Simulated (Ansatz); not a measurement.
# C2H5FS2: one species, many methods

The task here is to estimate one member of a computed series from the others.

Program: Ansatz 0.2.0, Gaussian basis. Level of theory: functionals in def2-TZVPP, the program's frozen cores in correlated methods. These are calculated values, not measurements.

The runs, in order: LDA (SPW92), PBE-D4, revPBE-D4, BLYP-D4, r2SCAN-D4, B97M-V, PBE0-D4, B3LYP-D4, r2SCANh-D4, r2SCAN0-D4, HSE06-D4, BHLYP-D4, CAM-B3LYP-D4, LC-ωPBE, ωB97X-V, ωB97M-V, B2PLYP, PBE-QIDH; CCSD(T)/def2-SVP; CCSD(T)/def2-TZVPP; MP2/def2-QZVPP; extrapolation to the limit; RPA on PBE.

## The relaxed structure

The geometry comes from an earlier relaxation with PBE0-D4 in a triple-zeta def2 set; it is a stationary point, not always the lowest conformer.

SMILES `CC(F)SS`, 10 atoms, charge 0, spin multiplicity 1.

Atoms are counted from 1 here; the program's logs count them from 0.

Bond lengths: C1–C2 1.502 Å, C1–H6 1.091 Å, C1–H7 1.090 Å, C1–H8 1.092 Å, C2–F3 1.380 Å, C2–S4 1.810 Å, C2–H9 1.097 Å, S4–S5 2.037 Å, S5–H10 1.347 Å. Angles: C2–C1–H6 110.3°, C2–C1–H7 110.2°, C2–C1–H8 109.3°, H6–C1–H7 109.0°, H6–C1–H8 108.9°, H7–C1–H8 109.1°, C1–C2–F3 109.2°, C1–C2–S4 115.5°, C1–C2–H9 111.7°, F3–C2–S4 110.4°, F3–C2–H9 107.4°, S4–C2–H9 102.2°, C2–S4–S5 104.2°, S4–S5–H10 98.3°.

Set-up of the first run:

Input file in.yaml:

```yaml
crystal:
  periodic: [false, false, false]
  atoms:
    - {symbol: C, position_ang: [-0.540923, 0.073234, 1.081849]}
    - {symbol: C, position_ang: [0.200154, -0.805060, 0.114819]}
    - {symbol: F, position_ang: [1.557718, -0.649035, 0.309394]}
    - {symbol: S, position_ang: [-0.218634, -0.570339, -1.630825]}
    - {symbol: S, position_ang: [-0.018591, 1.435223, -1.928983]}
    - {symbol: H, position_ang: [-0.347049, 1.124331, 0.863811]}
    - {symbol: H, position_ang: [-1.613373, -0.111539, 1.012379]}
    - {symbol: H, position_ang: [-0.205937, -0.144516, 2.097885]}
    - {symbol: H, position_ang: [-0.033629, -1.866071, 0.268040]}
    - {symbol: H, position_ang: [1.303465, 1.462673, -2.185471]}
basis:
  gaussian: {orbitals: def2-TZVPP}
hamiltonian: {xc: lda}
output: {orbitals: {seedname: orbitals}}
```

Run with:

```bash
$ ansatz run in.yaml --threads 4 --pin off --events-out ev --progress --plain --max-ram 10444MiB
```

Steps of the session up to this table: LDA; PBE-D4 (GGA); revPBE-D4 (GGA); BLYP-D4 (GGA); r2SCAN-D4 (meta-GGA); B97M-V (meta-GGA); B3LYP-D4 (hybrid); r2SCANh-D4 (hybrid); r2SCAN0-D4 (hybrid); HSE06-D4 (hybrid); BHLYP-D4 (hybrid); CAM-B3LYP-D4 (range-separated); LC-ωPBE (range-separated); ωB97X-V (range-separated); ωB97M-V (range-separated); B2PLYP (double hybrid); PBE-QIDH (double hybrid).

One of the session's tables, all rows but one given; the rest of the session is left out.

It belongs to the step «Frontier levels by functional». 

| functional | HOMO (eV) | gap (eV) |
| --- | --- | --- |
| LDA (SPW92) | ? | ? |
| PBE-D4 | -6.11 | 4.41 |
| revPBE-D4 | -6.05 | 4.45 |
| BLYP-D4 | -5.95 | 4.39 |
| r2SCAN-D4 | -6.37 | 4.89 |
| B97M-V | -6.46 | 5.08 |
| PBE0-D4 | -7.34 | 6.64 |
| B3LYP-D4 | -7.10 | 6.16 |
| r2SCANh-D4 | -6.82 | 5.71 |
| r2SCAN0-D4 | -7.50 | 6.93 |
| HSE06-D4 | -6.94 | 5.86 |
| BHLYP-D4 | -8.43 | 8.83 |
| CAM-B3LYP-D4 | -8.66 | 9.11 |
| LC-ωPBE | -10.05 | 11.71 |
| ωB97X-V | -9.69 | 11.23 |
| ωB97M-V | -9.51 | 10.90 |

**Question.** Estimate the row for LDA (SPW92).

The run gave: HOMO (eV): -6.23; gap (eV): 4.31. In the column «HOMO (eV)» it lies between r2SCAN-D4 (-6.37) and PBE-D4 (-6.11).
